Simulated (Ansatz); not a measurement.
Geometry optimisation, RKS BLYP-D4/def2-mTZVP in Ansatz.

Input:

```yaml
crystal:
  periodic: [false, false, false]
  atoms:
    - { symbol: Al, position_ang: [-0.597459, -0.684767, 1.001743] }
    - { symbol: "N", position_ang: [-0.667985, 1.045855, 0.272781] }
    - { symbol: H, position_ang: [-1.698829, -1.716153, 0.52385] }
    - { symbol: H, position_ang: [0.515061, -0.934941, 2.104629] }
    - { symbol: H, position_ang: [0.738113, 0.180998, -1.351094] }
    - { symbol: O, position_ang: [1.199242, -0.645701, -1.601853] }
    - { symbol: H, position_ang: [-0.156286, 1.826124, 0.683724] }
    - { symbol: H, position_ang: [-1.466305, 1.396636, -0.255539] }
    - { symbol: H, position_ang: [2.134448, -0.468152, -1.378241] }
basis:
  gaussian: { orbitals: def2-mTZVP }
hamiltonian:
  xc: blyp
  dispersion: d4
relax:
  f_tol: 0.03
  max_steps: 50
output:
  orbitals: {}
```

Run as:

```bash
$ ansatz run input.yaml --threads 2 --pin off --max-ram 3072MiB --backend cpu --events-out ev --progress --plain --runs-dir out
```

Q: Where does it end, and by what steps?

A: It converged. After 10 steps the energy has fallen by 0.478 eV; H9 moved furthest, 0.61 Å. Joined: Al1–O6.

```tsv
step	energy less start (eV)	largest force component (eV/Å)	accepted
0	0.0000	1.143	yes
1	-0.1048	0.708	yes
2	-0.2444	0.793	yes
3	-0.3747	0.412	yes
4	-0.4198	0.797	yes
5	-0.4706	0.387	yes
6	-0.4738	0.231	yes
7	-0.4756	0.128	yes
8	-0.4776	0.047	yes
9	-0.4778	0.035	yes
10	-0.4779	0.012	yes
```

```xyz
9
Properties=species:S:1:pos:R:3
Al -0.300 -0.657 0.591
N -0.621 1.119 0.141
H -1.473 -1.690 0.287
H 0.801 -0.886 1.728
H 0.674 0.292 -1.199
O 0.869 -0.691 -1.111
H -0.245 1.877 0.715
H -1.538 1.414 -0.199
H 1.832 -0.778 -0.953
```

Whether the end is a true minimum wasn't checked by a vibrational analysis.

The run took 15 s on 2 threads of Arm Neoverse V1 (shared host), peak memory 0.14 GiB.
